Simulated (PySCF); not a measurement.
# BHO2 (oxoborinic acid) at QCISD(T)/STO-6G

What is the energy change on altering one bond length of BHO2 (oxoborinic acid) at QCISD(T)/STO-6G? The job is set up through a Python script.

The calculation is run with PySCF 2.14.0.

6 further runs of the same task are left out: 6 set aside as unsound or not needed.

### 1 Starting point

BHO2 has 4 atoms, charge 0, and is taken as a singlet. SMILES: `O=BO`. Geometry: relaxed at PBE0-D4/def2-TZVP.

Bond lengths: O1–B2 1.210 Å, B2–O3 1.322 Å, O3–H4 0.960 Å. Angles: O1–B2–O3 177.5°, B2–O3–H4 117.0°.

### 2 A single-point energy at QCISD(T)/STO-6G

Input file input.py:

```python
from pyscf import gto, scf, cc

mol = gto.M(
    atom=[
    ('O', (-1.555100, 0.523500, 0.428500)),
    ('B', (-0.423900, 0.132000, 0.248600)),
    ('O', (0.816700, -0.302000, 0.108600)),
    ('H', (1.162300, -0.353500, -0.785700)),
],
    max_memory=1860,
    spin=0,
    verbose=4,
    basis='sto-6g',
    charge=0,
)

hf = scf.RHF(mol)
hf.conv_tol = 1e-10
hf.kernel()
if not hf.converged:
    hf = hf.newton().run(hf.mo_coeff, hf.mo_occ)

mycc = cc.QCISD(hf, frozen=3)
mycc.kernel()
e_t = mycc.qcisd_t()
energy = mycc.e_tot + e_t
print('Final energy', energy)
```

On the command line:

```bash
$ OMP_NUM_THREADS=1 python input.py
```

Standard output:

```text
PySCF version 2.14.0

[INPUT] num. atoms = 4
[INPUT] num. electrons = 22
[INPUT] charge = 0
[INPUT] spin (= nelec alpha-beta = 2S) = 0
[INPUT] symmetry False subgroup None
[INPUT] Mole.unit = angstrom
[INPUT] Symbol           X                Y                Z      unit          X                Y                Z       unit  Magmom
[INPUT]  1 O     -1.555100000000   0.523500000000   0.428500000000 AA   -2.938713096311   0.989271626210   0.809747644376 Bohr   0.0
[INPUT]  2 B     -0.423900000000   0.132000000000   0.248600000000 AA   -0.801054904203   0.249443848443   0.469785914567 Bohr   0.0
[INPUT]  3 O      0.816700000000  -0.302000000000   0.108600000000 AA    1.543339325932  -0.570697289619   0.205224257128 Bohr   0.0
[INPUT]  4 H      1.162300000000  -0.353500000000  -0.785700000000 AA    2.196428674582  -0.668018185034  -1.484757816071 Bohr   0.0

nuclear repulsion = 54.0055766008979
number of shells = 10
number of NR pGTOs = 96
number of NR cGTOs = 16
basis = sto-6g
ecp = {}

******** <class 'pyscf.scf.hf.RHF'> ********
method = RHF
initial guess = minao
damping factor = 0
level_shift factor = 0
DIIS = <class 'pyscf.scf.diis.CDIIS'>
diis_start_cycle = 1
diis_space = 8
diis_damp = 0
SCF conv_tol = 1e-10
SCF conv_tol_grad = None
SCF max_cycles = 50
direct_scf = True
direct_scf_tol = 1e-13
Set gradient conv threshold to 1e-05
Initial guess from minao.
init E= -174.761002591175
  HOMO = -0.433304089195617  LUMO = 0.239863340747881  gap/eV = 18.31782
cycle= 1 E= -174.205341050682  delta_E= 0.556  |g|= 0.677  |ddm|= 2.74
  HOMO = -0.239642696727101  LUMO = 0.367644609195697  gap/eV = 16.52513
cycle= 2 E= -174.295673801484  delta_E= -0.0903  |g|= 0.54  |ddm|= 1.36
  HOMO = -0.352727487379449  LUMO = 0.370499517813736  gap/eV = 19.68001
cycle= 3 E= -174.372683124793  delta_E= -0.077  |g|= 0.0554  |ddm|= 0.587
  HOMO = -0.360790489370033  LUMO = 0.376766403083952  gap/eV = 20.06995
cycle= 4 E= -174.374099724888  delta_E= -0.00142  |g|= 0.0195  |ddm|= 0.0913
  HOMO = -0.36413909337397  LUMO = 0.375657887081605  gap/eV = 20.13090
cycle= 5 E= -174.37431983975  delta_E= -0.00022  |g|= 0.00542  |ddm|= 0.0443
  HOMO = -0.363848411087448  LUMO = 0.375041078017583  gap/eV = 20.10621
cycle= 6 E= -174.374344185007  delta_E= -2.43e-05  |g|= 0.00129  |ddm|= 0.0179
  HOMO = -0.36439215181457  LUMO = 0.375490923532843  gap/eV = 20.13324
cycle= 7 E= -174.374345898063  delta_E= -1.71e-06  |g|= 0.0004  |ddm|= 0.00467
  HOMO = -0.364427382788095  LUMO = 0.375476423155018  gap/eV = 20.13381
cycle= 8 E= -174.374346124091  delta_E= -2.26e-07  |g|= 0.000128  |ddm|= 0.00149
  HOMO = -0.364454944919868  LUMO = 0.375472860299979  gap/eV = 20.13446
cycle= 9 E= -174.374346146365  delta_E= -2.23e-08  |g|= 1.68e-05  |ddm|= 0.000579
  HOMO = -0.364458399144982  LUMO = 0.375470456341357  gap/eV = 20.13449
cycle= 10 E= -174.374346146638  delta_E= -2.73e-10  |g|= 3.23e-06  |ddm|= 5.88e-05
  HOMO = -0.36445828296077  LUMO = 0.375470542896983  gap/eV = 20.13449
cycle= 11 E= -174.374346146647  delta_E= -8.81e-12  |g|= 5.66e-07  |ddm|= 1.1e-05
  HOMO = -0.364458130814586  LUMO = 0.375470599431402  gap/eV = 20.13449
Extra cycle  E= -174.374346146647  delta_E= -3.98e-13  |g|= 2.66e-07  |ddm|= 1.25e-06
converged SCF energy = -174.374346146647

******** <class 'pyscf.cc.qcisd.QCISD'> ********
QCISD nocc = 8, nmo = 13
frozen orbitals 3
max_cycle = 50
direct = 0
conv_tol = 1e-07
conv_tol_normt = 1e-05
diis_space = 6
diis_start_cycle = 0
diis_start_energy_diff = 1e+09
Init t2, MP2 energy = -174.529475235333  E_corr(MP2) -0.155129088685737
Init E_corr(QCISD) = -0.155129088685774
cycle = 1  E_corr(QCISD) = -0.153709375912274  dE = 0.00141971277  norm(t1,t2) = 0.0832542
cycle = 2  E_corr(QCISD) = -0.168634452964741  dE = -0.0149250771  norm(t1,t2) = 0.0288757
cycle = 3  E_corr(QCISD) = -0.167929774225223  dE = 0.00070467874  norm(t1,t2) = 0.0131348
cycle = 4  E_corr(QCISD) = -0.170468331806769  dE = -0.00253855758  norm(t1,t2) = 0.00526996
cycle = 5  E_corr(QCISD) = -0.17056008934739  dE = -9.17575406e-05  norm(t1,t2) = 0.000922923
cycle = 6  E_corr(QCISD) = -0.170538178623863  dE = 2.19107235e-05  norm(t1,t2) = 0.000428804
cycle = 7  E_corr(QCISD) = -0.170539345184895  dE = -1.16656103e-06  norm(t1,t2) = 0.000111851
cycle = 8  E_corr(QCISD) = -0.170537703760157  dE = 1.64142474e-06  norm(t1,t2) = 2.99866e-05
cycle = 9  E_corr(QCISD) = -0.170537913886698  dE = -2.10126541e-07  norm(t1,t2) = 1.25346e-05
cycle = 10  E_corr(QCISD) = -0.170537447567714  dE = 4.66318984e-07  norm(t1,t2) = 3.94431e-06
cycle = 11  E_corr(QCISD) = -0.170537617670222  dE = -1.70102508e-07  norm(t1,t2) = 1.34309e-06
cycle = 12  E_corr(QCISD) = -0.170537604208174  dE = 1.34620479e-08  norm(t1,t2) = 5.33517e-07
QCISD converged
E(QCISD) = -174.5448837508555  E_corr = -0.1705376042081741
QCISD(T) correction = -0.00762204317383322
Final energy -174.55250579402934
```

Run time: 0.91 s. Hardware: 1 thread of Intel Xeon 6975P-C (Granite Rapids), shared host; peak memory 0.1 GiB.

### 3 The distorted shape, same level

Input file calc.py:

```python
from pyscf import gto, scf, cc

mol = gto.M(
    atom='O -1.624233 0.533802 0.607393; B -0.493033 0.142302 0.427493; O 0.747567 -0.291698 0.287493; H 1.162300 -0.353500 -0.785700',
    charge=0,
    basis='sto-6g',
    verbose=3,
    max_memory=1860,
    spin=0,
)

mf = scf.RHF(mol)
mf.conv_tol = 1e-10
mf.kernel()
if not mf.converged:
    mf = mf.newton().run(mf.mo_coeff, mf.mo_occ)

mycc = cc.QCISD(mf, frozen=3)
mycc.kernel()
e_t = mycc.qcisd_t()
energy = mycc.e_tot + e_t
print('Final energy', energy)
```

On the command line:

```bash
$ OMP_NUM_THREADS=1 python calc.py
```

Standard output:

```text
converged SCF energy = -174.347868924577
E(QCISD) = -174.5322403662237  E_corr = -0.1843714416465226
QCISD(T) correction = -0.00798232169518059
Final energy -174.54022268791886
```

Run time: 0.73 s. Hardware: 1 thread of Intel Xeon 6975P-C (Granite Rapids), shared host; peak memory 0.1 GiB.

### 4 Results

Level: QCISD(T)/STO-6G, 3 core orbitals frozen.

| quantity | value |
| --- | --- |
| first shape: total energy | -174.55251 Eh |
| first shape: dipole moment (Hartree–Fock density) | 2.78 D |
| first shape: HOMO energy (Hartree–Fock orbitals) | -9.92 eV |
| first shape: LUMO energy (Hartree–Fock orbitals) | 10.22 eV |
| first shape: HOMO–LUMO gap (Hartree–Fock orbitals) | 20.13 eV |
| first shape: correlation energy (3 core orbitals frozen) | -178.2 mEh |
| first shape: (T) correction | -7.62 mEh |
| first shape: T1 diagnostic | 0.022 |
| distorted shape: total energy | -174.54022 Eh |
| distorted shape: dipole moment (Hartree–Fock density) | 2.85 D |
| distorted shape: HOMO energy (Hartree–Fock orbitals) | -9.82 eV |
| distorted shape: LUMO energy (Hartree–Fock orbitals) | 8.82 eV |
| distorted shape: HOMO–LUMO gap (Hartree–Fock orbitals) | 18.63 eV |
| distorted shape: correlation energy (3 core orbitals frozen) | -192.4 mEh |
| distorted shape: (T) correction | -7.98 mEh |
| distorted shape: T1 diagnostic | 0.023 |
| energy change with the O3–H4 bond stretched from 0.960 to 1.152 Å | 0.334 eV |

**Reading.** With the O3–H4 bond stretched from 0.960 to 1.152 Å the energy rises by 0.33 eV (7.7 kcal/mol). The first shape isn't relaxed at this level, so the change isn't measured from a minimum. The minimal basis adds a large error of its own. The T1 diagnostic (first shape) of 0.022 is above the customary mark for such species, so a single reference may not serve. The triples (first shape) make up 4.3 % of the correlation energy. The T1 diagnostic (distorted shape) of 0.023 is above the customary mark for such species, so a single reference may not serve. Mulliken charges (distorted shape) of the mean-field density run from -0.35 on O1 to +0.48 on B2. The triples (distorted shape) make up 4.1 % of the correlation energy.
